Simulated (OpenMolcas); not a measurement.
# AlH (SMILES [AlH]): SVWN/ANO-RCC-VDZP (DKH2), part 2 of 2

OpenMolcas 26.06. Earlier steps stand in the parts before.

**3. The doublet cation, same level**

Contents of struct.xyz:

```xyz
2

Al     0.000000     0.000000     0.000000
H      0.000000     0.000000     1.613470
```

Contents of job.input:

```
* AlH Kohn-Sham DFT
>>> EXPORT MOLCAS_PRINT=2

&GATEWAY
 Coord=struct.xyz
 Basis=ANO-RCC-VDZP
 Group=NoSym

&SEWARD

&SCF
 UHF
 Charge=1
 Spin=2
 KSDFT=SVWN
 PrOrbitals=1 1

&ALASKA
```

Command:

```bash
$ export MOLCAS_MEM=1860
$ pymolcas job.input > job.log
```

The log of the run:

```text
--- Start Module: gateway ---

                                              &GATEWAY

                       available to each process: 1.9 GB of memory, 1 thread

++    Symmetry information:
      ---------------------

                    Character Table for C1

                             E
                    a        1  x, y, xy, Rz, z, xz, Ry, yz, Rx, I
--

++    Basis set information:
      ----------------------

      Basis set label: AL.ANO-RCC...4S3P1D.

      Electronic valence basis set:
      ------------------
      Associated Effective Charge  13.000000 au
      Associated Actual Charge     13.000000 au
      Nuclear Model: Point charge

      Shell  nPrim  nBasis  Cartesian Spherical Contaminant
         s      17       4        X
         p      12       3        X
         d       5       1                 X

      Basis set label: H.ANO-RCC...2S1P.

      Electronic valence basis set:
      ------------------
      Associated Effective Charge   1.000000 au
      Associated Actual Charge      1.000000 au
      Nuclear Model: Point charge

      Shell  nPrim  nBasis  Cartesian Spherical Contaminant
         s       8       2        X
         p       4       1        X
--

++    Molecular structure info:
      -------------------------

                    ************************************************
                    **** Cartesian Coordinates / bohr, angstrom ****
                    ************************************************

     Center  Label                x              y              z                     x              y              z
        1      AL1              0.000000       0.000000       0.000000              0.000000       0.000000       0.000000
        2      H2               0.000000       0.000000       3.049016              0.000000       0.000000       1.613470
--

            Nuclear Potential Energy              4.26367006 au

--- Stop Module: gateway /rc=_RC_ALL_IS_WELL_ ---

--- Start Module: seward ---

                                              &SEWARD

                       available to each process: 1.9 GB of memory, 1 thread

               SEWARD will generate:
                  Multipole Moment integrals up to order  2
                  Kinetic Energy integrals
                  Nuclear Attraction integrals (point charge)
                  One-Electron Hamiltonian integrals
                  Velocity integrals
                  Relativistic Douglas-Kroll-Hess integrals:
                    - Parametrization         : EXP
                    - DKH order of Hamiltonian: 2
                    - DKH order of Properties : 0
                         - multipole moment operators
                         - electric potential operators
                         - contact operators
                  Orbital angular momentum around (  0.0000   0.0000   0.1098 )
                  Velocity quadrupole around (  0.0000   0.0000   0.1098 )
                  Atomic mean-field integrals
                  Two-Electron Repulsion integrals

                   Integrals are discarded if absolute value <: 1.00E-14
                   Integral cutoff threshold is set to       <: 1.00E-16

            Nuclear Potential Energy              4.26367006 au

      Basis set specifications :
      Symmetry species         a
      Basis functions           23

--- Stop Module: seward /rc=_RC_ALL_IS_WELL_ ---

--- Start Module: scf ---

                                                &SCF

                       available to each process: 1.9 GB of memory, 1 thread

++    Input section:
      --------------

      Header of the integral files:

      Cartesian coordinates in angstrom:
      -----------------------------------------------------
      No.  Label        X            Y            Z
      -----------------------------------------------------
       1   AL1        0.00000000   0.00000000   0.00000000
       2   H2         0.00000000   0.00000000   1.61347000
      -----------------------------------------------------
      Nuclear repulsion energy =    4.26367006
--

++    Orbital specifications:
      -----------------------

      Symmetry species               1
                                     a
      Frozen orbitals                0
      Start temperature = 0.500
      End temperature   = 0.010
      Temperature Factor= 0.460
      Deleted orbitals               0
      Total number of orbitals      23
      Number of basis functions     23
--

      Molecular charge                           1.000

      Numerical integration parameters
      --------------------------------
      Radial quadrature type:                         MHL
      Size of radial grid:                            75
      Lebedev angular grid:                           29
      Angular grid pruned with the crowding factor:  3.00E+00
                                 and fading factor:  6.00E+00
      Screening threshold for integral computation:   1.00E-11
      Radial quadrature accuracy:                     1.00E-25
      Maximum batch size:                             128
      AO values are stored on disk
      The same grid will be used for all iterations.

      DFT functional specifications
      -----------------------------
      Using Libxc version: 6.2.2
      Please cite the following reference:
      S. Lehtola, C. Steigemann, M. J.T. Oliveira, and M. A.L. Marques.,  SoftwareX 7, 1–5 (2018) doi:10.1016/j.softx.2017.11.002

      * Slater exchange
        - P. A. M. Dirac.,  Math. Proc. Cambridge Philos. Soc. 26, 376 (1930) doi:10.1017/S0305004100016108
        - F. Bloch.,  Z. Phys. 57, 545 (1929) doi:10.1007/BF01340281
      * Vosko, Wilk & Nusair (VWN5_RPA)

++    Optimization specifications:
      ----------------------------

      SCF Algorithm: Conventional USCF
      D(i)-D(i-1) density differences are used
      Number of density matrices in core                 5
      Maximum number of NDDO SCF iterations            400
      Maximum number of HF SCF iterations              400
      Threshold for SCF energy change             1.00E-09
      Threshold for density matrix                1.00E-04
      Threshold for Fock matrix                   1.50E-04
      Threshold for linear dependence             1.00E-09
      Threshold at which DIIS is turned on        1.50E-01
      Maximum depth in the DIIS procedure                5
      Maximum depth in the BFGS Hessian update          30
      Threshold at which QNR/C2DIIS is turned on  7.50E-02
      Threshold for Norm(delta) (QNR/C2DIIS)      1.00E-03
      All orbitals punched on: UHFORB
--

      Input vectors read from INPORB
      Orbital file label: *Guess orbitals

++ Convergence information
                               UHF SVWN       iterations: Energy and convergence statistics

Iter     Tot. SVWN       One-elec.       Two-elec.     Energy      Max Dij or  Max Fij      DNorm      TNorm      AccCon     Time
         Energy          Energy          Energy        Change      Delta Norm                                                in Sec.
   1  -241.658759517  -357.082335437   111.159905857   0.00E+00    2.04E-01*   5.56E-01*    4.96E+00   5.54E+01   None         0.
   2  -241.643341607  -358.625561783   112.718550113   1.54E-02*   2.04E-01*   1.46E-14     1.25E+00   5.57E+01   EDIIS        0.
   3  -242.056862536  -359.712372212   113.391839613  -4.14E-01*   1.19E-01*   3.47E-02*    1.79E+00   5.59E+01   EDIIS        0.
   4  -242.220223549  -359.535300990   113.051407377  -1.63E-01*   4.65E-02*   1.18E-02*    7.71E-01   5.58E+01   EDIIS        0.
   5  -242.282730486  -359.968693748   113.422293198  -6.25E-02*   1.77E-01*   2.00E-02*    5.36E-01   5.59E+01   EDIIS        0.
   6  -242.296404098  -360.021227757   113.461153595  -1.37E-02*   1.90E-01*   2.37E-02*    2.92E-01   5.59E+01   EDIIS        0.
   7  -242.296661196  -359.877973971   113.317642711  -2.57E-04*   2.58E-02*   1.30E-02*    2.82E-01   5.59E+01   EDIIS        0.

       Fermi aufbau procedure completed!
      nOcc(alpha)=    7
      nOcc(beta) =    6

   8  -242.298393417  -360.004816153   113.442752673  -1.73E-03*   3.58E-03*   1.87E-03*    4.83E-02   5.59E+01   c2DIIS       0.
   9  -242.298432198  -359.973388038   113.411285777  -3.88E-05*   3.39E-03*   3.31E-04*    7.27E-03   5.59E+01   QNRc2DIIS    0.
  10  -242.298432392  -359.978798072   113.416695617  -1.94E-07*   1.84E-03*   2.65E-04*    4.25E-03   5.59E+01   QNRc2DIIS    0.
  11  -242.298432756  -359.978711249   113.416608430  -3.64E-07*   2.02E-04    6.07E-05     2.20E-03   5.59E+01   QNRc2DIIS    0.
  12  -242.298432766  -359.977371403   113.415268574  -9.91E-09*   6.13E-05    2.06E-05     3.19E-04   5.59E+01   QNRc2DIIS    0.
  13  -242.298432767  -359.977694995   113.415592165  -1.00E-09*   3.21E-06    3.65E-07     8.18E-05   5.59E+01   QNRc2DIIS    0.
  14  -242.298432767  -359.977695430   113.415592600  -1.28E-12    9.12E-07    1.03E-07     5.13E-06   5.59E+01   QNRc2DIIS    0.

       Convergence after  14 Iterations
--

 *****************************************************************************************************************************
 *                                             SCF/KS-DFT Program, Final results                                             *
 *                                                       Final Results                                                       *
 *****************************************************************************************************************************

::    Total KS-DFT energy                            -242.2984327667
      One-electron energy                            -359.9776954303
      Two-electron energy                             113.4155926003
      Nuclear repulsion energy                          4.2636700633
      Kinetic energy (interpolated)                   245.0559676587
      Virial theorem                                    0.9887473261
      Total spin, S(S+1)                                0.7524711678
      Total spin, S                                     0.5012348215
      Max non-diagonal density matrix element           0.0000005474
      Max non-diagonal Fock matrix element              0.0000000284

      All orbitals with orbital energies smaller than  E(LUMO)+0.5 are printed

++    Molecular orbitals:
      -------------------

      Title: UKS-DFT orbitals (alpha)

      Molecular orbitals for symmetry species 1: a

          Orbital            1         2         3         4         5         6         7         8         9        10
          Energy          -55.5878   -4.2787   -2.8932   -2.8932   -2.8882   -0.6490   -0.4938   -0.3685   -0.3685   -0.2274
          Occ. No.          1.0000    1.0000    1.0000    1.0000    1.0000    1.0000    1.0000    0.0000    0.0000    0.0000

          Orbital           11        12        13        14        15        16
          Energy           -0.1208   -0.0938   -0.0938   -0.0660   -0.0659    0.0547
          Occ. No.          0.0000    0.0000    0.0000    0.0000    0.0000    0.0000

--

++    Static properties:
      ------------------

      LoProp Charges per center

                   AL1      H2
      Nuclear     13.0000   1.0000
      Electronic -12.0459  -0.9541

      Total        0.9541   0.0459
--

      All orbitals with orbital energies smaller than  E(LUMO)+0.5 are printed

++    Molecular orbitals:
      -------------------

      Title: UKS-DFT orbitals (beta)

      Molecular orbitals for symmetry species 1: a

          Orbital            1         2         3         4         5         6         7         8         9        10
          Energy          -55.5849   -4.2750   -2.8899   -2.8899   -2.8825   -0.6205   -0.4451   -0.3477   -0.3477   -0.1930
          Occ. No.          1.0000    1.0000    1.0000    1.0000    1.0000    1.0000    0.0000    0.0000    0.0000    0.0000

          Orbital           11        12        13        14        15
          Energy           -0.1060   -0.0648   -0.0648   -0.0459   -0.0459
          Occ. No.          0.0000    0.0000    0.0000    0.0000    0.0000

--

++    Molecular charges:
      ------------------

      Mulliken charges per centre and basis function type
      ---------------------------------------------------

                            AL1                     H2
                     alpha        beta       alpha        beta
      1s           1.0000      1.0000      0.5498      0.2938
      2s           0.9969      0.9967      0.0084     -0.0139
      2px          0.9999      0.9999     -0.0000     -0.0000
      2pz          1.0005      1.0004      0.0094      0.0107
      2py          0.9999      0.9999     -0.0000     -0.0000
      3s           0.8952      0.6271      0.0000      0.0000
      3px          0.0001      0.0001      0.0000      0.0000
      3pz          0.4917      0.0716      0.0000      0.0000
      3py          0.0001      0.0001      0.0000      0.0000
      4s           0.0099      0.0026      0.0000      0.0000
      3d2+         0.0000      0.0000      0.0000      0.0000
      3d1+         0.0000      0.0000      0.0000      0.0000
      3d0          0.0367      0.0106      0.0000      0.0000
      3d1-         0.0000      0.0000      0.0000      0.0000
      3d2-         0.0000      0.0000      0.0000      0.0000
      4px          0.0000      0.0000      0.0000      0.0000
      4pz          0.0015      0.0004      0.0000      0.0000
      4py          0.0000      0.0000      0.0000      0.0000
      Total        6.4323      5.7095      0.5677      0.2905
      Total             12.1418                  0.8582

      Charge            0.8582                  0.1418

      Total electronic charge=   13.000000

      Total            charge=    1.000000
--

++    Static properties:
      ------------------

      LoProp Charges per center

                   AL1      H2
      Nuclear     13.0000   1.0000
      Electronic -12.0459  -0.9541

      Total        0.9541   0.0459
--

++    Natural Bond Order analysis
      ---------------------------
      Based on LoProp computed density
      -------------------------------------------------------------------------------------
      Atom A       Atom B       Bond Order
      -------------------------------------------------------------------------------------
      NBO located      1.008 non-bonded electrons on atom AL1
      NBO located      0.996 non-bonded electrons on atom AL1
      NBO located      1.000 non-bonded electrons on atom AL1
      NBO located      1.000 non-bonded electrons on atom AL1
      NBO located      1.000 non-bonded electrons on atom AL1
      The remaining    1.845 electrons are to be considered as diffuse
--

++    Molecular orbitals:
      -------------------

      Title: Natural orbitals

      Molecular orbitals for symmetry species 1: a

          Orbital            1         2         3         4         5         6         7         8         9        10
          Energy          -55.5861   -4.2162   -2.9457   -2.8915   -2.8915   -0.6349   -0.4691   -0.1202   -0.0385   -0.0375
          Occ. No.          2.0000    2.0000    2.0000    2.0000    2.0000    1.9988    1.0000    0.0012    0.0000    0.0000

          Orbital           11        12        13        14        15        16        17        18        19        20
          Energy            0.2660    0.3146   -0.1446   -0.1639   -0.0560    0.4662   -0.0559    0.7972    0.4457   -0.0559
          Occ. No.          0.0000    0.0000    0.0000    0.0000    0.0000    0.0000    0.0000    0.0000    0.0000    0.0000

          Orbital           21        22        23
          Energy            1.0628    0.7349    0.7329
          Occ. No.          0.0000    0.0000    0.0000

--

++    Molecular properties:
      ---------------------

      Charge (e):
                      =    1.0000
      Dipole Moment (debye):
      Origin of the operator (angstrom)=    0.0000    0.0000    0.0581
                   X=  7.1915E-13               Y=  7.5399E-14               Z= -1.7166E-01           Total=  1.7166E-01
      Center of Charge (angstrom)
                     X=    0.00000000               Y=    0.00000000               Z=    0.02235902
      Quadrupole Moment (debye*angstrom):
      Origin of the operator (angstrom)=    0.0000    0.0000    0.0581
                  XX= -8.1971E+00              XY=  2.5842E-15              XZ=  5.3749E-14              YY= -8.1971E+00
                  YZ= -7.0764E-14              ZZ= -9.5473E+00
      In traceless form (debye*angstrom)
                  XX=  6.7512E-01              XY=  3.8762E-15              XZ=  8.0624E-14              YY=  6.7512E-01
                  YZ= -1.0615E-13              ZZ= -1.3502E+00
--

--- Stop Module: scf /rc=_RC_ALL_IS_WELL_ ---
--- Module scf spent 1 second ---

--- Start Module: alaska ---

                                              &ALASKA

                       available to each process: 1.9 GB of memory, 1 thread

                     Threshold for contributions to the gradient: 1.000E-07

                    ********************************************
                    * Symmetry Adapted Cartesian Displacements *
                    ********************************************

           Irreducible representation : a
           Basis function(s) of irrep: x, y, xy, Rz, z, xz, Ry, yz, Rx, I

 Basis Label        Type   Center Phase
   1   AL1          x         1     1
   2   AL1          y         1     1
   3   AL1          z         1     1
   4   H2           x         2     1
   5   H2           y         2     1
   6   H2           z         2     1

                     No automatic utilization of translational and rotational invariance of the energy is employed.

 Rotational correction to the DFT gradient is turned off due to close-to-degeneracy problems!

 DFT contribution computed for a moving grid.

 Conventional ERI gradients!

 **************************************************
 *              Molecular gradients               *
 **************************************************

  Irreducible representation: a
 ------------------------------------------------------------------------------------------
                              X                       Y                       Z
 ------------------------------------------------------------------------------------------
  AL1              -1.11765857832183E-15    6.62201059340176E-16    6.92015847811023E-03
  H2                1.11765857832184E-15   -6.62201059340178E-16   -6.92015847811023E-03
 ------------------------------------------------------------------------------------------

--- Stop Module: alaska /rc=_RC_ALL_IS_WELL_ ---

.##################.
.# Happy landing! #.
.##################.

    Timing: Wall=3.36 User=2.66 System=0.69
```

Wall time 3.6 s (1 thread of Arm Neoverse V1, shared host); peak memory 0.37 GiB.

**4. Results**

The summary covers parts 1 to 2.

Level: SVWN/ANO-RCC-VDZP (DKH2).

```
                                          quantity          value
                         singlet AlH: total energy  -242.61902 Eh
                        singlet AlH: dipole moment         0.06 D
                          singlet AlH: HOMO energy       -5.27 eV
                          singlet AlH: LUMO energy       -2.99 eV
                        singlet AlH: HOMO–LUMO gap        2.28 eV
             singlet AlH: largest force on an atom     0.739 eV/Å
                      doublet cation: total energy  -242.29843 Eh
doublet cation: HOMO energy (highest over α and β)      -13.44 eV
 doublet cation: LUMO energy (lowest over α and β)      -12.11 eV
                              doublet cation: ⟨S²⟩          0.752
          doublet cation: largest force on an atom     0.356 eV/Å
vertical ionisation energy (to the doublet cation)       8.724 eV
```

**Reading.** Removing an electron at fixed nuclei costs 8.72 eV (201 kcal/mol). The largest force (singlet AlH) is 0.74 eV/Å: the shape isn't a stationary point for this species at this level. The negative HOMO energy of the first species, 5.27 eV, lies 3.45 eV below that difference.
